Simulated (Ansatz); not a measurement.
# CH4O (methanol), step by step, part 2 of 2

Ansatz 0.2.0. The steps go on from the part before.

### 5 The doublet cation: a geometry optimisation at UCCSD/cc-pVDZ (run 38)

Contents of run.yaml:

```yaml
crystal:
  periodic: [false, false, false]
  atoms:
    - {symbol: C, position_ang: [-0.088833, -0.205598, -0.270343]}
    - {symbol: O, position_ang: [-0.171730, 0.315992, 1.044775]}
    - {symbol: H, position_ang: [-0.872173, -0.976252, -0.363688]}
    - {symbol: H, position_ang: [0.889204, -0.686068, -0.480297]}
    - {symbol: H, position_ang: [-0.272287, 0.563447, -1.049072]}
    - {symbol: H, position_ang: [0.515920, 0.988480, 1.118624]}
basis:
  gaussian:
    orbitals: cc-pVDZ
total_charge: 1
magnetization:
  spin_polarized: true
  initial_magnetization: 1
correlation:
  method: ccsd
accuracy: high
scf:
  omitted_lower_state_checks: [cluster_reference]
relax: {}
```

Started as:

```
$ ansatz run run.yaml --threads 1 --pin off --max-ram 3480MiB --events-out events.jsonl --progress --plain --runs-dir runs
```

The program printed:

```text
Warning: RAYON_NUM_THREADS=1 ignored (pool sized by the plan → 1); use --threads N
The last accepted step is kept in runs//last_step.txt (removed where the run ends without a failure and the disk answers)
Functional definition: HF
  name "HF"
  exchange = exact_x
  correlation = 0
these checks for a lower state are left out or cut short: cluster_reference
1140 factors; integrals over basis functions are off by at most 1.9e-9 eV
mean field evaluation 1: about -3116.0011 eV, gradient 3.0e1 eV
mean field evaluation 2: about -3116.0005 eV, gradient 3.0e1 eV
mean field evaluation 4: about -3120.2702 eV, gradient 4.3e0 eV
mean field evaluation 8: about -3121.0298 eV, gradient 5.0e-1 eV
mean field evaluation 16: about -3118.2641 eV, gradient 3.1e0 eV
mean field -3121.03317722 eV, -114.6958537506 hartree, gradient 2.3e-8 eV, S^2 0.760728; 3 other end points of the search recorded, 0 dependent functions left out
2 core orbitals not correlated: weight in the atoms' cores, before any rotation towards them, 1.000 or more for the frozen orbitals, at most 0.000 for the correlated occupied ones
reference -3121.03317722 eV, -114.6958537506 hartree; 7, 6 occupied and 39, 40 virtual orbitals, 1140 factors
second order -7.96175491 eV of doubles, -0.00000000 eV of singles
cycle   1  -8.56307960 eV  change   -6.0e-1 eV  update   7.2e-2
cycle   2  -8.85968075 eV  change   -3.0e-1 eV  update   2.9e-2
cycle   3  -8.92954626 eV  change   -7.0e-2 eV  update   2.3e-2
cycle   4  -8.95156043 eV  change   -2.2e-2 eV  update   1.5e-2
cycle   5  -8.95772741 eV  change   -6.2e-3 eV  update   5.1e-3
cycle   6  -8.95783955 eV  change   -1.1e-4 eV  update   1.2e-3
cycle   7  -8.95808440 eV  change   -2.4e-4 eV  update   4.9e-4
cycle   8  -8.95796398 eV  change    1.2e-4 eV  update   1.4e-4
cycle   9  -8.95796852 eV  change   -4.5e-6 eV  update   4.6e-5
cycle  10  -8.95797782 eV  change   -9.3e-6 eV  update   1.5e-5
cycle  11  -8.95797823 eV  change   -4.1e-7 eV  update   5.5e-6
cycle  12  -8.95797416 eV  change    4.1e-6 eV  update   1.9e-6
cycle  13  -8.95797315 eV  change    1.0e-6 eV  update   7.2e-7
cycle  14  -8.95797287 eV  change    2.8e-7 eV  update   2.3e-7
cycle  15  -8.95797301 eV  change   -1.4e-7 eV  update   9.4e-8
cycle  16  -8.95797308 eV  change   -6.8e-8 eV  update   4.7e-8
cycle  17  -8.95797309 eV  change   -4.1e-9 eV  update   2.7e-8
cycle  18  -8.95797287 eV  change    2.1e-7 eV  update   8.6e-8
cycle  19  -8.95797288 eV  change   -7.5e-9 eV  update   2.8e-8
cycle  20  -8.95797288 eV  change   -5.9e-9 eV  update   1.5e-8
cycle  21  -8.95797290 eV  change   -1.2e-8 eV  update   1.1e-8
cycle  22  -8.95797290 eV  change   -4.1e-9 eV  update   8.5e-9
cycle  23  -8.95797290 eV  change    5.7e-9 eV  update   4.4e-9
cycle  24  -8.95797289 eV  change    2.2e-9 eV  update   1.8e-9
cycle  25  -8.95797289 eV  change   4.3e-10 eV  update  6.5e-10
the calculation of the forces begins
mean field evaluation 32: about -3121.0340 eV, gradient 1.1e-2 eV
relax step   1: F+E_penalty+E_count = -3129.99115011 eV  Δ(F+E_penalty+E_count) = +0.000e0 eV  max|allowed force component| = 1.505e0 eV/Å  Δτ_max = 0.0000 Å  (144 SCF iters, accepted)
[... from here on, the SCF cycles and remarks between the steps are left out ...]
relax step   2: F+E_penalty+E_count = -3130.12539457 eV  Δ(F+E_penalty+E_count) = -1.342e-1 eV  max|allowed force component| = 3.912e-1 eV/Å  Δτ_max = 0.0520 Å  (42 SCF iters, accepted)
relax step   3: F+E_penalty+E_count = -3130.13362095 eV  Δ(F+E_penalty+E_count) = -8.226e-3 eV  max|allowed force component| = 1.038e-1 eV/Å  Δτ_max = 0.0124 Å  (41 SCF iters, accepted)
relax step   4: F+E_penalty+E_count = -3130.13415187 eV  Δ(F+E_penalty+E_count) = -5.309e-4 eV  max|allowed force component| = 6.286e-2 eV/Å  Δτ_max = 0.0073 Å  (43 SCF iters, accepted)
relax step   5: F+E_penalty+E_count = -3130.13427376 eV  Δ(F+E_penalty+E_count) = -1.219e-4 eV  max|allowed force component| = 2.316e-2 eV/Å  Δτ_max = 0.0022 Å  (43 SCF iters, accepted)
relax step   6: F+E_penalty+E_count = -3130.13427907 eV  Δ(F+E_penalty+E_count) = -5.307e-6 eV  max|allowed force component| = 1.158e-2 eV/Å  Δτ_max = 0.0015 Å  (45 SCF iters, accepted)
relax step   7: F+E_penalty+E_count = -3130.13428920 eV  Δ(F+E_penalty+E_count) = -1.013e-5 eV  max|allowed force component| = 1.002e-3 eV/Å  Δτ_max = 0.0009 Å  (36 SCF iters, accepted)
relax step   8: F+E_penalty+E_count = -3130.13478288 eV  Δ(F+E_penalty+E_count) = -4.937e-4 eV  max|allowed force component| = 5.100e-2 eV/Å  Δτ_max = 0.0269 Å  (52 SCF iters, accepted)
relax step   9: F+E_penalty+E_count = -3130.13500310 eV  Δ(F+E_penalty+E_count) = -2.202e-4 eV  max|allowed force component| = 3.664e-2 eV/Å  Δτ_max = 0.0041 Å  (45 SCF iters, accepted)
relax step  10: F+E_penalty+E_count = -3130.13558993 eV  Δ(F+E_penalty+E_count) = -5.868e-4 eV  max|allowed force component| = 1.428e-1 eV/Å  Δτ_max = 0.0216 Å  (44 SCF iters, accepted)
relax step  11: F+E_penalty+E_count = -3130.13020834 eV  Δ(F+E_penalty+E_count) = +5.382e-3 eV  max|allowed force component| = 5.259e-1 eV/Å  Δτ_max = 0.1087 Å  (56 SCF iters, rejected (line search))
relax step  12: F+E_penalty+E_count = -3130.13860741 eV  Δ(F+E_penalty+E_count) = -3.017e-3 eV  max|allowed force component| = 1.582e-1 eV/Å  Δτ_max = 0.0321 Å  (51 SCF iters, accepted)
relax step  13: F+E_penalty+E_count = -3130.14324391 eV  Δ(F+E_penalty+E_count) = -4.636e-3 eV  max|allowed force component| = 2.342e-1 eV/Å  Δτ_max = 0.0522 Å  (50 SCF iters, accepted)
relax step  14: F+E_penalty+E_count = -3130.14153446 eV  Δ(F+E_penalty+E_count) = +1.709e-3 eV  max|allowed force component| = 6.416e-1 eV/Å  Δτ_max = 0.0613 Å  (49 SCF iters, rejected (line search))
relax step  15: F+E_penalty+E_count = -3130.14691616 eV  Δ(F+E_penalty+E_count) = -3.672e-3 eV  max|allowed force component| = 7.695e-2 eV/Å  Δτ_max = 0.0307 Å  (51 SCF iters, accepted)
relax step  16: F+E_penalty+E_count = -3130.14388530 eV  Δ(F+E_penalty+E_count) = +3.031e-3 eV  max|allowed force component| = 5.980e-1 eV/Å  Δτ_max = 0.0732 Å  (49 SCF iters, rejected (line search))
relax step  17: F+E_penalty+E_count = -3130.14891275 eV  Δ(F+E_penalty+E_count) = -1.997e-3 eV  max|allowed force component| = 5.127e-2 eV/Å  Δτ_max = 0.0365 Å  (52 SCF iters, accepted)
relax step  18: F+E_penalty+E_count = -3130.14960127 eV  Δ(F+E_penalty+E_count) = -6.885e-4 eV  max|allowed force component| = 1.990e-1 eV/Å  Δτ_max = 0.0370 Å  (52 SCF iters, accepted)
relax step  19: F+E_penalty+E_count = -3130.15006069 eV  Δ(F+E_penalty+E_count) = -4.594e-4 eV  max|allowed force component| = 1.007e-1 eV/Å  Δτ_max = 0.0061 Å  (44 SCF iters, accepted)
relax step  20: F+E_penalty+E_count = -3130.14992916 eV  Δ(F+E_penalty+E_count) = +1.315e-4 eV  max|allowed force component| = 1.221e-1 eV/Å  Δτ_max = 0.0299 Å  (44 SCF iters, rejected (line search))
relax step  21: F+E_penalty+E_count = -3130.15045296 eV  Δ(F+E_penalty+E_count) = -3.923e-4 eV  max|allowed force component| = 3.016e-2 eV/Å  Δτ_max = 0.0148 Å  (44 SCF iters, accepted)
relax step  22: F+E_penalty+E_count = -3130.15054448 eV  Δ(F+E_penalty+E_count) = -9.152e-5 eV  max|allowed force component| = 3.927e-2 eV/Å  Δτ_max = 0.0201 Å  (44 SCF iters, accepted)
relax step  23: F+E_penalty+E_count = -3130.15065287 eV  Δ(F+E_penalty+E_count) = -1.084e-4 eV  max|allowed force component| = 1.737e-2 eV/Å  Δτ_max = 0.0113 Å  (44 SCF iters, accepted)
relax step  24: F+E_penalty+E_count = -3130.15067833 eV  Δ(F+E_penalty+E_count) = -2.545e-5 eV  max|allowed force component| = 8.052e-3 eV/Å  Δτ_max = 0.0023 Å  (45 SCF iters, accepted)
these checks for a lower state are left out or cut short: cluster_reference
1143 factors; integrals over basis functions are off by at most 2.5e-9 eV
mean field evaluation 256: about -3120.7578 eV, gradient 3.1e0 eV
mean field -3121.11227815 eV, -114.6987606562 hartree, gradient 2.9e-8 eV, S^2 0.762376; 1 other end points of the search recorded, 0 dependent functions left out
2 core orbitals not correlated: weight in the atoms' cores, before any rotation towards them, 1.000 or more for the frozen orbitals, at most 0.000 for the correlated occupied ones
reference -3121.11227815 eV, -114.6987606562 hartree; 7, 6 occupied and 39, 40 virtual orbitals, 1143 factors
second order -8.05505079 eV of doubles, -0.00000000 eV of singles
cycle   1  -8.63222030 eV  change   -5.8e-1 eV  update   7.5e-2
cycle   2  -8.94059846 eV  change   -3.1e-1 eV  update   3.0e-2
cycle   3  -9.01520065 eV  change   -7.5e-2 eV  update   2.3e-2
cycle   4  -9.03360013 eV  change   -1.8e-2 eV  update   1.4e-2
cycle   5  -9.03834337 eV  change   -4.7e-3 eV  update   4.6e-3
cycle   6  -9.03827864 eV  change    6.5e-5 eV  update   1.1e-3
cycle   7  -9.03849214 eV  change   -2.1e-4 eV  update   4.5e-4
cycle   8  -9.03839013 eV  change    1.0e-4 eV  update   1.6e-4
cycle   9  -9.03839029 eV  change   -1.6e-7 eV  update   1.0e-4
cycle  10  -9.03841555 eV  change   -2.5e-5 eV  update   7.5e-5
cycle  11  -9.03842616 eV  change   -1.1e-5 eV  update   5.2e-5
cycle  12  -9.03840371 eV  change    2.2e-5 eV  update   2.7e-5
cycle  13  -9.03839562 eV  change    8.1e-6 eV  update   9.9e-6
cycle  14  -9.03839679 eV  change   -1.2e-6 eV  update   3.7e-6
cycle  15  -9.03840071 eV  change   -3.9e-6 eV  update   1.6e-6
cycle  16  -9.03840097 eV  change   -2.5e-7 eV  update   6.7e-7
cycle  17  -9.03840065 eV  change    3.2e-7 eV  update   3.0e-7
cycle  18  -9.03840034 eV  change    3.1e-7 eV  update   1.5e-7
cycle  19  -9.03840031 eV  change    2.3e-8 eV  update   6.8e-8
cycle  20  -9.03840037 eV  change   -6.1e-8 eV  update   3.8e-8
cycle  21  -9.03840038 eV  change   -9.1e-9 eV  update   2.6e-8
cycle  22  -9.03840014 eV  change    2.4e-7 eV  update   9.1e-8
cycle  23  -9.03840016 eV  change   -1.6e-8 eV  update   2.4e-8
cycle  24  -9.03840016 eV  change   -3.7e-9 eV  update   9.2e-9
cycle  25  -9.03840017 eV  change   -7.9e-9 eV  update   4.5e-9
cycle  26  -9.03840017 eV  change   -2.2e-9 eV  update   2.8e-9
cycle  27  -9.03840017 eV  change  -1.4e-11 eV  update   2.0e-9
cycle  28  -9.03840017 eV  change   1.5e-10 eV  update   1.3e-9
the calculation of the forces begins
Total energy: -3130.15067833 eV, -115.0309157362 hartree
Atom 0 at    -0.072106    -0.235165    -0.290552 Å, force    -0.002353    -0.000969     0.007007 eV/Å
Atom 1 at    -0.243361     0.503867     0.881293 Å, force     0.008052     0.000280     0.001453 eV/Å
Atom 2 at    -0.882944    -0.991396    -0.318698 Å, force     0.001032     0.000272    -0.000509 eV/Å
Atom 3 at     0.957002    -0.587678    -0.447746 Å, force     0.003008    -0.003977    -0.002511 eV/Å
Atom 4 at    -0.378137     0.505013    -1.094519 Å, force    -0.002626     0.003922    -0.006140 eV/Å
Atom 5 at     0.619648     0.805361     1.270222 Å, force    -0.007113     0.000471     0.000700 eV/Å
Dipole moment:     0.310999     0.040799    -0.068965 e Å
Checks for a lower state left out: cluster_reference
```

Run time: 4.1 min. Hardware: 1 thread of Intel Xeon Platinum 8488C (Sapphire Rapids), shared host; peak memory 0.33 GiB.

The path in brief:

| step | energy from the first frame kept (eV) | largest force (eV/Å) |
| --- | --- | --- |
| 1 | 0.0000 | 2.0910 |
| 2 | -0.1342 | 0.4646 |
| 3 | -0.1425 | 0.1113 |
| 4 | -0.1430 | 0.0696 |
| 5 | -0.1431 | 0.0278 |
| 6 | -0.1431 | 0.0124 |
| 7 | -0.1431 | 0.0012 |
| 8 | -0.1436 | 0.0679 |
| 9 | -0.1439 | 0.0491 |
| 10 | -0.1444 | 0.1709 |
| 11 | -0.1391 | 0.5744 |
| 12 | -0.1475 | 0.1829 |
| 13 | -0.1521 | 0.2642 |
| 14 | -0.1504 | 0.6643 |
| 15 | -0.1558 | 0.0901 |
| 16 | -0.1527 | 0.6093 |
| 17 | -0.1578 | 0.0779 |
| 18 | -0.1585 | 0.2112 |
| 19 | -0.1589 | 0.1079 |
| 20 | -0.1588 | 0.1804 |
| 21 | -0.1593 | 0.0362 |
| 22 | -0.1594 | 0.0557 |
| 23 | -0.1595 | 0.0223 |
| 24 | -0.1595 | 0.0082 |

After the run. Bond lengths: C1–O2 1.396 Å, C1–H3 1.109 Å, C1–H4 1.099 Å, C1–H5 1.135 Å, O2–H6 0.993 Å. Angles: C1–O2–H6 112.5°, O2–C1–H3 107.0°, O2–C1–H4 113.9°, O2–C1–H5 102.5°, H3–C1–H4 117.5°, H3–C1–H5 103.3°, H4–C1–H5 111.1°.

### 6 The series

| run | level | task | walk f tol | partner | energy (Eh) | dipole moment (D) | wall time |
| --- | --- | --- | --- | --- | --- | --- | --- |
| 1 | HF/STO-3G | optimise | 0.002 | base | -113.549193 | 1.51 | 0.84 s |
| 2 | HF/STO-3G | frequencies | – | base | -113.549192 | 1.51 | 2.8 s |
| 3 | UHF/STO-3G | energy | – | cation | -113.282465 | – | 0.08 s |
| 4 | UHF/STO-3G | optimise | – | cation | -113.293256 | – | 0.71 s |
| 5 | HF/3-21G | optimise | 0.002 | base | -114.398013 | 2.12 | 1 s |
| 6 | HF/3-21G | frequencies | – | base | -114.398011 | 2.12 | 3 s |
| 7 | UHF/3-21G | energy | – | cation | -114.055263 | – | 0.14 s |
| 8 | UHF/3-21G | optimise | – | cation | -114.066584 | – | 1.2 s |
| 9 | HF/6-31G* (Cartesian functions) | optimise | 0.002 | base | -115.035418 | 1.87 | 1.8 s |
| 10 | HF/6-31G* (Cartesian functions) | frequencies | – | base | -115.035418 | 1.87 | 6.9 s |
| 11 | UHF/6-31G* (Cartesian functions) | energy | – | cation | -114.680403 | – | 0.22 s |
| 12 | UHF/6-31G* (Cartesian functions) | optimise | – | cation | -114.687218 | – | 2.3 s |
| 13 | B3LYP/6-31G* (Cartesian functions) | optimise | 0.002 | base | -115.714407 | 1.69 | 3.9 s |
| 14 | B3LYP/6-31G* (Cartesian functions) | frequencies | – | base | -115.714407 | 1.69 | 14 s |
| 15 | UB3LYP/6-31G* (Cartesian functions) | energy | – | cation | -115.323001 | – | 0.78 s |
| 16 | UB3LYP/6-31G* (Cartesian functions) | optimise | – | cation | -115.330888 | – | 20 s |
| 17 | PBE/def2-SVP | optimise | 0.002 | base | -115.487992 | 1.55 | 3.3 s |
| 18 | PBE/def2-SVP | frequencies | – | base | -115.487992 | 1.55 | 12 s |
| 19 | UPBE/def2-SVP | energy | – | cation | -115.103769 | – | 0.86 s |
| 20 | UPBE/def2-SVP | optimise | – | cation | -115.111970 | – | 6.6 s |
| 21 | MP2/6-31G* (Cartesian functions) | optimise | 0.002 | base | -115.346133 | 1.84 | 2.4 s |
| 22 | MP2/6-31G* (Cartesian functions) | frequencies | – | base | -115.346133 | 1.84 | 9 s |
| 23 | UMP2/6-31G* (Cartesian functions) | energy | – | cation | -114.948482 | – | 0.28 s |
| 24 | UMP2/6-31G* (Cartesian functions) | optimise | – | cation | -114.954582 | – | 9 s |
| 25 | BLYP/cc-pVTZ | optimise | 0.002 | base | -115.728642 | 1.57 | 8.4 s |
| 26 | BLYP/cc-pVTZ | frequencies | – | base | -115.728642 | 1.57 | 28 s |
| 27 | PBE-D3(BJ)/def2-TZVP | optimise | 0.002 | base | -115.631517 | 1.63 | 6.3 s |
| 28 | PBE-D3(BJ)/def2-TZVP | frequencies | – | base | -115.631517 | 1.63 | 21 s |
| 29 | CCSD(T)/cc-pVDZ | optimise | 0.002 | base | -115.420782 | 1.61 | 23 s |
| 30 | CCSD(T)/cc-pVDZ | frequencies | – | base | -115.420782 | 1.61 | 2.3 min |
| 31 | UCCSD(T)/cc-pVDZ | energy | – | cation | -115.032697 | – | 3.6 s |
| 32 | UCCSD(T)/cc-pVDZ | optimise | – | cation | -115.038844 | – | 5.2 min |
| 33 | SVWN5/def2-TZVP | optimise | 0.002 | base | -114.837124 | 1.65 | 3.9 s |
| 34 | SVWN5/def2-TZVP | frequencies | – | base | -114.837124 | 1.65 | 15 s |
| 35 | CCSD/cc-pVDZ | optimise | 0.002 | base | -115.412921 | 1.63 | 20 s |
| 36 | CCSD/cc-pVDZ | frequencies | – | base | -115.412921 | 1.63 | 1.9 min |
| 37 | UCCSD/cc-pVDZ | energy | – | cation | -115.025053 | – | 3.3 s |
| 38 | UCCSD/cc-pVDZ | optimise | – | cation | -115.030916 | – | 4.1 min |

### 7 What came out

This closing draws on all 2 parts.

```
                                                                                quantity          value
                                         doublet cation, run 38: total energy at the end  -115.03092 Eh
                     doublet cation, run 38: correlation energy (2 core orbitals frozen)     -332.2 mEh
                               doublet cation, run 38: ⟨S²⟩ of the reference determinant          0.762
                                                   doublet cation, run 38: T1 diagnostic          0.033
                           vertical ionisation energy (to the doublet cation), HF/6-31G*       9.660 eV
                        vertical ionisation energy (to the doublet cation), PBE/def2-SVP      10.455 eV
                        vertical ionisation energy (to the doublet cation), CCSD/cc-pVDZ      10.554 eV
      adiabatic ionisation energy (to the doublet cation, no zero-point term), HF/STO-3G       6.964 eV
      adiabatic ionisation energy (to the doublet cation, no zero-point term), HF/6-31G*       9.475 eV
     adiabatic ionisation energy (to the doublet cation, no zero-point term), MP2/6-31G*      10.655 eV
adiabatic ionisation energy (to the doublet cation, no zero-point term), CCSD(T)/cc-pVDZ      10.393 eV
   adiabatic ionisation energy (to the doublet cation, no zero-point term), CCSD/cc-pVDZ      10.395 eV
```

**Reading.** At HF/6-31G*: the vertical ionisation energy comes to 9.66 eV (932 kJ/mol). The measured vertical value is 10.96 eV (NIST CCCBDB): this level is 1.30 eV (12 %) too low. At PBE/def2-SVP: removing an electron at fixed nuclei costs 10.46 eV (1009 kJ/mol). The measured vertical value is 10.96 eV (NIST CCCBDB): this level is 0.50 eV (5 %) too low. At CCSD/cc-pVDZ: removing an electron at fixed nuclei costs 10.55 eV (1018 kJ/mol). The measured vertical value is 10.96 eV (NIST CCCBDB): this level is 0.41 eV (4 %) too low. Totals of different functionals can't be ranked against each other. In runs 1, 2, 3, 4 the basis is minimal, so the values are rough. All runs together took 17 min, the longest 5.2 min.
